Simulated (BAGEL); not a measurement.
# A workflow on HNO3 (peroxynitrous acid)

Aim: a single-point energy (HF/def2-SVP), then a single-point energy (CASPT2(2,2)/def2-SVP), then a single-point energy, then a single-point energy, then a single-point energy, then a single-point energy of HNO3 (peroxynitrous acid). The setting varied is the SCF convergence threshold. 

Program for the calculation: BAGEL 1.2.2.

3 further runs of the same task are left out: 3 set aside as unsound or not needed.

## Step 1: The system as given

HNO3: 5 atoms, total charge 0, spin state singlet. SMILES: `O=NOO`. The shape is that of a GFN2-xTB optimisation. This is one conformer, not always the lowest.

Bond lengths: O1–N2 1.201 Å, N2–O3 1.273 Å, O3–O4 1.436 Å, O4–H5 0.984 Å. Angles: O1–N2–O3 119.9°, N2–O3–O4 119.3°, O3–O4–H5 102.4°.

## Step 2: The energy at HF/def2-SVP (density fitting with tzvpp-jkfit) (run 1)

File input.json:

```json
{ "bagel": [

{
  "title": "molecule",
  "basis": "svp",
  "df_basis": "tzvpp-jkfit",
  "angstrom": true,
  "geometry": [
    { "atom": "O", "xyz": [    0.065910,   -0.913420,    1.047340 ] },
    { "atom": "N", "xyz": [   -0.887330,   -0.616080,    0.379900 ] },
    { "atom": "O", "xyz": [   -0.768700,    0.249290,   -0.545570 ] },
    { "atom": "O", "xyz": [    0.510450,    0.860430,   -0.776300 ] },
    { "atom": "H", "xyz": [    1.079670,    0.419780,   -0.105350 ] }
  ]
},
{
  "title": "hf"
},
{
  "title": "print",
  "file": "orbitals.molden",
  "orbitals": true
}

]}
```

Command:

```sh
$ BAGEL_NUM_THREADS=1 BAGEL input.json > input.out
```

Output:

```text
* using 1 threads per process

  ===============================================================
  ===============================================================

  *** Geometry ***

  { "atom" : "O", "xyz" : [      0.124552,     -1.726114,      1.979186 ] },
  { "atom" : "N", "xyz" : [     -1.676811,     -1.164222,      0.717907 ] },
  { "atom" : "O", "xyz" : [     -1.452632,      0.471090,     -1.030978 ] },
  { "atom" : "O", "xyz" : [      0.964611,      1.625977,     -1.466994 ] },
  { "atom" : "H", "xyz" : [      2.040281,      0.793269,     -0.199083 ] },

  Number of auxiliary basis functions:      326

  Since a DF basis is specified, we compute 2- and 3-index integrals:
    o Being stored without compression. Storage requirement is 0.010 GB

  Number of basis functions:       61
  Number of electrons      :       32

    * METHOD: MOLECULE                             0.07

  *** RHF ***

  === Nuclear Repulsion ===
   123.3691381201

      * DIIS with orbital gradients will be used.

  === RHF iteration (svp) ===
      0       -278.98010674          0.02458210           0.02
      1       -279.04587340          0.02118468           0.01
      2       -279.15234816          0.00268472           0.01
      3       -279.15658436          0.00148390           0.01
      4       -279.15773405          0.00049775           0.01
      5       -279.15801982          0.00020396           0.01
      6       -279.15806844          0.00008815           0.01
      7       -279.15807493          0.00004648           0.01
      8       -279.15807624          0.00002134           0.01
      9       -279.15807647          0.00001265           0.01
     10       -279.15807656          0.00000476           0.01
     11       -279.15807657          0.00000260           0.01
     12       -279.15807658          0.00000099           0.01
     13       -279.15807658          0.00000047           0.01
     14       -279.15807658          0.00000027           0.01
     15       -279.15807658          0.00000015           0.01
     16       -279.15807658          0.00000006           0.01
     17       -279.15807658          0.00000003           0.01
     18       -279.15807658          0.00000001           0.01
     19       -279.15807658          0.00000000           0.01
    * SCF iteration converged.

    * Permanent dipole moment:
           (   -0.412336,    -0.043767,    -0.080520) a.u.

    * METHOD: HF                                   0.35

    * METHOD: PRINT                                0.01

  ===============================================================
```

Run time: 0.58 s. Hardware: 1 thread of Arm Neoverse V2, shared host; peak memory 0.081 GiB.

## Step 3: A single-point energy at CASPT2(2,2)/def2-SVP (density fitting with tzvpp-jkfit, property excitation energy, 2 states averaged) (run 2)

input.json, as its differences from that of step 2:

```diff
@@ -19,2 +19,12 @@
 {
+  "title": "casscf",
+  "nstate": 2,
+  "nact": 2,
+  "nclosed": 15,
+  "active": [11, 17],
+  "thresh": 1.0e-4,
+  "maxiter": 200,
+  "natocc": true
+},
+{
   "title": "print",
@@ -22,2 +32,12 @@
   "orbitals": true
+},
+{
+  "title": "smith",
+  "method": "caspt2",
+  "ms": true,
+  "xms": true,
+  "sssr": true,
+  "shift": 0.2,
+  "shift_imag": true,
+  "ncore": 4
 }
```

Command:

```sh
$ BAGEL_NUM_THREADS=1 BAGEL input.json > input.out
```

Output:

```text
* using 1 threads per process

  ===============================================================
  ===============================================================

  *** Geometry ***

  { "atom" : "O", "xyz" : [      0.124552,     -1.726114,      1.979186 ] },
  { "atom" : "N", "xyz" : [     -1.676811,     -1.164222,      0.717907 ] },
  { "atom" : "O", "xyz" : [     -1.452632,      0.471090,     -1.030978 ] },
  { "atom" : "O", "xyz" : [      0.964611,      1.625977,     -1.466994 ] },
  { "atom" : "H", "xyz" : [      2.040281,      0.793269,     -0.199083 ] },

  Number of auxiliary basis functions:      326

  Since a DF basis is specified, we compute 2- and 3-index integrals:
    o Being stored without compression. Storage requirement is 0.010 GB

  Number of basis functions:       61
  Number of electrons      :       32

    * METHOD: MOLECULE                             0.07

  *** RHF ***

  === Nuclear Repulsion ===
   123.3691381201

      * DIIS with orbital gradients will be used.

[... 6 lines left out ...]
    * SCF iteration converged.
[... 1 line left out ...]
    * Permanent dipole moment:
[... 27 lines left out ...]
    * Second-order optimization converged. *
[... 12 lines left out ...]
     * ci vector, state   0, <S^2> = 0.0000
[... 2 lines left out ...]
     * ci vector, state   1, <S^2> = 0.0000
[... 36 lines left out ...]
    * Zeroth order energy : state  0       -0.8479538789
    * Zeroth order energy : state  1       -0.3440770704
[... 4 lines left out ...]
       #      aibj      arbs      arbi      airj      risj      airs      arst      rist         Etot      error   time
[... 2 lines left out ...]
       0  -0.51845  -0.01320  -0.08157  -0.08008  -0.02611  -0.02700  -0.00126  -0.00328   -0.7509539  0.0012541   0.05
       1  -0.51854  -0.01322  -0.08162  -0.08019  -0.02623  -0.02706  -0.00126  -0.00330   -0.7514291  0.0000654   0.04
       2  -0.51854  -0.01322  -0.08162  -0.08019  -0.02624  -0.02706  -0.00126  -0.00330   -0.7514310  0.0000043   0.04
[... 6 lines of this table left out ...]
       4  -0.51858  -0.00770  -0.09386  -0.07099  -0.01562  -0.03904  -0.00142  -0.00646   -0.7536737  0.0000001   0.04

      ------------------------------------------------------------------------------------------------------------------

    * CASPT2 energy : state  0     -279.9082155425
        w/o shift correction       -279.9045978197
        reference weight              0.8135397861

    * CASPT2 energy : state  1     -279.6822661107
        w/o shift correction       -279.6778736461
        reference weight              0.8051689403

    * MS-CASPT2 Heff
           -279.9082155425       -0.0000494586
             -0.0000494586     -279.6822661107

    * MS-CASPT2 rotation matrix
             -0.9999999760        0.0002188924
             -0.0002188924       -0.9999999760

    * XMS-CASPT2 rotation matrix
              0.9999999920       -0.0001263109
              0.0001263109        0.9999999920

    * MS-CASPT2 energy : state  0     -279.9082155533
    * MS-CASPT2 energy : state  1     -279.6822660999

    * METHOD: SMITH                                0.47

  ===============================================================
```

Wall time 2.5 s (1 thread of Arm Neoverse V2, shared host); peak memory 0.14 GiB.

Runs 3 to 4 aren't shown in full; the table further down has their settings and results.

## Step 4: A single-point energy at CASPT2(2,2)/def2-SVP (density fitting with tzvpp-jkfit, property excitation energy, 2 states averaged) (run 5)

File caspt2.json:

```json
{ "bagel": [

{
  "title": "molecule",
  "basis": "svp",
  "df_basis": "tzvpp-jkfit",
  "angstrom": true,
  "geometry": [
    { "atom": "O", "xyz": [       0.065910,      -0.913420,       1.047340 ] },
    { "atom": "N", "xyz": [      -0.887330,      -0.616080,       0.379900 ] },
    { "atom": "O", "xyz": [      -0.768700,       0.249290,      -0.545570 ] },
    { "atom": "O", "xyz": [       0.510450,       0.860430,      -0.776300 ] },
    { "atom": "H", "xyz": [       1.079670,       0.419780,      -0.105350 ] }
  ]
},

{
  "title": "hf"
},

{
  "title": "casscf",
  "nstate": 2,
  "nact": 2,
  "nclosed": 15,
  "active": [11, 17],
  "thresh": 1.0e-8,
  "maxiter": 200,
  "natocc": true
},

{
  "title": "print",
  "file": "orbitals.molden",
  "orbitals": true
},

{
  "title": "smith",
  "method": "caspt2",
  "ms": true,
  "xms": true,
  "sssr": true,
  "shift": 0.2,
  "shift_imag": true,
  "ncore": 4
}

]}
```

Command:

```sh
$ BAGEL_NUM_THREADS=1 BAGEL caspt2.json > caspt2.out
```

Output:

```text
* using 1 threads per process

  ===============================================================
  ===============================================================

  *** Geometry ***

  { "atom" : "O", "xyz" : [      0.124552,     -1.726114,      1.979186 ] },
  { "atom" : "N", "xyz" : [     -1.676811,     -1.164222,      0.717907 ] },
  { "atom" : "O", "xyz" : [     -1.452632,      0.471090,     -1.030978 ] },
  { "atom" : "O", "xyz" : [      0.964611,      1.625977,     -1.466994 ] },
  { "atom" : "H", "xyz" : [      2.040281,      0.793269,     -0.199083 ] },

  Number of auxiliary basis functions:      326

  Since a DF basis is specified, we compute 2- and 3-index integrals:
    o Being stored without compression. Storage requirement is 0.010 GB

  Number of basis functions:       61
  Number of electrons      :       32

    * METHOD: MOLECULE                             0.07

  *** RHF ***

  === Nuclear Repulsion ===
   123.3691381201

      * DIIS with orbital gradients will be used.

[... 6 lines left out ...]
    * SCF iteration converged.
[... 1 line left out ...]
    * Permanent dipole moment:
[... 27 lines left out ...]
    * Second-order optimization converged. *
[... 12 lines left out ...]
     * ci vector, state   0, <S^2> = 0.0000
[... 2 lines left out ...]
     * ci vector, state   1, <S^2> = 0.0000
[... 36 lines left out ...]
    * Zeroth order energy : state  0       -0.8479437085
    * Zeroth order energy : state  1       -0.3441119943
[... 4 lines left out ...]
       #      aibj      arbs      arbi      airj      risj      airs      arst      rist         Etot      error   time
[... 2 lines left out ...]
       0  -0.51843  -0.01320  -0.08160  -0.08008  -0.02611  -0.02700  -0.00126  -0.00327   -0.7509464  0.0012529   0.05
       1  -0.51853  -0.01321  -0.08165  -0.08019  -0.02623  -0.02705  -0.00126  -0.00329   -0.7514206  0.0000653   0.04
       2  -0.51853  -0.01321  -0.08165  -0.08019  -0.02623  -0.02705  -0.00126  -0.00329   -0.7514226  0.0000043   0.04
[... 6 lines of this table left out ...]
       4  -0.51856  -0.00770  -0.09388  -0.07103  -0.01564  -0.03905  -0.00142  -0.00645   -0.7537266  0.0000001   0.04

      ------------------------------------------------------------------------------------------------------------------

    * CASPT2 energy : state  0     -279.9082186187
        w/o shift correction       -279.9046013057
        reference weight              0.8135452108

    * CASPT2 energy : state  1     -279.6823077281
        w/o shift correction       -279.6779147343
        reference weight              0.8051490317

    * MS-CASPT2 Heff
           -279.9082186187        0.0000539971
              0.0000539971     -279.6823077281

    * MS-CASPT2 rotation matrix
             -0.9999999714       -0.0002390196
              0.0002390196       -0.9999999714

    * XMS-CASPT2 rotation matrix
              0.9999999998        0.0000179631
             -0.0000179631        0.9999999998

    * MS-CASPT2 energy : state  0     -279.9082186316
    * MS-CASPT2 energy : state  1     -279.6823077152

    * METHOD: SMITH                                0.47

  ===============================================================
```

It took 2.9 s on 1 thread of Arm Neoverse V2, shared host; peak memory 0.14 GiB.

## Step 5: A single-point energy at CASPT2(2,2)/def2-SVP (density fitting with tzvpp-jkfit, property excitation energy, 2 states averaged) (run 6)

File caspt2.json:

```json
{ "bagel" : [

{
  "title" : "molecule",
  "basis" : "svp",
  "df_basis" : "tzvpp-jkfit",
  "angstrom" : true,
  "geometry" : [
    { "atom" : "O", "xyz" : [       0.065910,      -0.913420,       1.047340 ] },
    { "atom" : "N", "xyz" : [      -0.887330,      -0.616080,       0.379900 ] },
    { "atom" : "O", "xyz" : [      -0.768700,       0.249290,      -0.545570 ] },
    { "atom" : "O", "xyz" : [       0.510450,       0.860430,      -0.776300 ] },
    { "atom" : "H", "xyz" : [       1.079670,       0.419780,      -0.105350 ] }
  ]
},

{
  "title" : "hf"
},

{
  "title" : "casscf",
  "nstate" : 2,
  "nact" : 2,
  "nclosed" : 15,
  "active" : [11, 17],
  "thresh" : 1.0e-10,
  "maxiter" : 200,
  "natocc" : true
},

{
  "title" : "print",
  "file" : "orbitals.molden",
  "orbitals" : true
},

{
  "title" : "smith",
  "method" : "caspt2",
  "ms" : true,
  "xms" : true,
  "sssr" : true,
  "shift" : 0.2,
  "shift_imag" : true,
  "ncore" : 4
}

]}
```

Command:

```sh
$ BAGEL_NUM_THREADS=1 BAGEL caspt2.json > caspt2.out
```

Output:

```text
* using 1 threads per process

  ===============================================================
  ===============================================================

  *** Geometry ***

  { "atom" : "O", "xyz" : [      0.124552,     -1.726114,      1.979186 ] },
  { "atom" : "N", "xyz" : [     -1.676811,     -1.164222,      0.717907 ] },
  { "atom" : "O", "xyz" : [     -1.452632,      0.471090,     -1.030978 ] },
  { "atom" : "O", "xyz" : [      0.964611,      1.625977,     -1.466994 ] },
  { "atom" : "H", "xyz" : [      2.040281,      0.793269,     -0.199083 ] },

  Number of auxiliary basis functions:      326

  Since a DF basis is specified, we compute 2- and 3-index integrals:
    o Being stored without compression. Storage requirement is 0.010 GB

  Number of basis functions:       61
  Number of electrons      :       32

    * METHOD: MOLECULE                             0.07

  *** RHF ***

  === Nuclear Repulsion ===
   123.3691381201

      * DIIS with orbital gradients will be used.

[... 6 lines left out ...]
    * SCF iteration converged.
[... 1 line left out ...]
    * Permanent dipole moment:
[... 27 lines left out ...]
    * Second-order optimization converged. *
[... 12 lines left out ...]
     * ci vector, state   0, <S^2> = 0.0000
[... 2 lines left out ...]
     * ci vector, state   1, <S^2> = 0.0000
[... 36 lines left out ...]
    * Zeroth order energy : state  0       -0.8479437082
    * Zeroth order energy : state  1       -0.3441119939
[... 4 lines left out ...]
       #      aibj      arbs      arbi      airj      risj      airs      arst      rist         Etot      error   time
[... 2 lines left out ...]
       0  -0.51843  -0.01320  -0.08160  -0.08008  -0.02611  -0.02700  -0.00126  -0.00327   -0.7509464  0.0012529   0.05
       1  -0.51853  -0.01321  -0.08165  -0.08019  -0.02623  -0.02705  -0.00126  -0.00329   -0.7514206  0.0000653   0.04
       2  -0.51853  -0.01321  -0.08165  -0.08019  -0.02623  -0.02705  -0.00126  -0.00329   -0.7514226  0.0000043   0.04
[... 6 lines of this table left out ...]
       4  -0.51856  -0.00770  -0.09388  -0.07103  -0.01564  -0.03905  -0.00142  -0.00645   -0.7537266  0.0000001   0.04

      ------------------------------------------------------------------------------------------------------------------

    * CASPT2 energy : state  0     -279.9082186187
        w/o shift correction       -279.9046013057
        reference weight              0.8135452108

    * CASPT2 energy : state  1     -279.6823077280
        w/o shift correction       -279.6779147343
        reference weight              0.8051490317

    * MS-CASPT2 Heff
           -279.9082186187        0.0000540013
              0.0000540013     -279.6823077280

    * MS-CASPT2 rotation matrix
             -0.9999999714       -0.0002390381
              0.0002390381       -0.9999999714

    * XMS-CASPT2 rotation matrix
              0.9999999998        0.0000178974
             -0.0000178974        0.9999999998

    * MS-CASPT2 energy : state  0     -279.9082186316
    * MS-CASPT2 energy : state  1     -279.6823077151

    * METHOD: SMITH                                0.47

  ===============================================================
```

It took 3.3 s on 1 thread of Arm Neoverse V2, shared host; peak memory 0.14 GiB.

## Step 6: The series

```tsv
run	level	SCF convergence threshold	iteration cap	energy (Eh)	wall time
1	HF/def2-SVP (density fitting with tzvpp-jkfit)	–	–	-279.158077	0.58 s
2	CASPT2(2,2)/def2-SVP (density fitting with tzvpp-jkfit, property excitation energy, 2 states averaged)	0.0001	200	-279.908216	2.5 s
3	CASPT2(2,2)/def2-SVP (density fitting with tzvpp-jkfit, property excitation energy, 2 states averaged)	1e-05	200	-279.908219	2.7 s
4	CASPT2(2,2)/def2-SVP (density fitting with tzvpp-jkfit, property excitation energy, 2 states averaged)	1e-06	200	-279.908219	2.7 s
5	CASPT2(2,2)/def2-SVP (density fitting with tzvpp-jkfit, property excitation energy, 2 states averaged)	1e-08	200	-279.908219	2.9 s
6	CASPT2(2,2)/def2-SVP (density fitting with tzvpp-jkfit, property excitation energy, 2 states averaged)	1e-10	200	-279.908219	3.3 s
```

Convergence of the lowest excitation energy within this active space of singlet HNO3 with the SCF convergence threshold, against the last point:

```tsv
SCF convergence threshold	from the last (eV)	wall time
0.0001 Eh	+0.0010	2.5 s
1e-05 Eh	+0.0000	2.7 s
1e-06 Eh	+0.0000	2.7 s
1e-08 Eh	+0.0000	2.9 s
1e-10 Eh	+0.0000	3.3 s
```

## Step 7: Summary of results

| quantity | value |
| --- | --- |
| run 6, CASPT2(2,2)/def2-SVP: energy of the lowest of 2 roots | -279.90822 Eh |
| run 6, CASPT2(2,2)/def2-SVP: lowest excitation energy within this active space | 6.15 eV |

All runs together took 15 s, the longest 3.3 s.
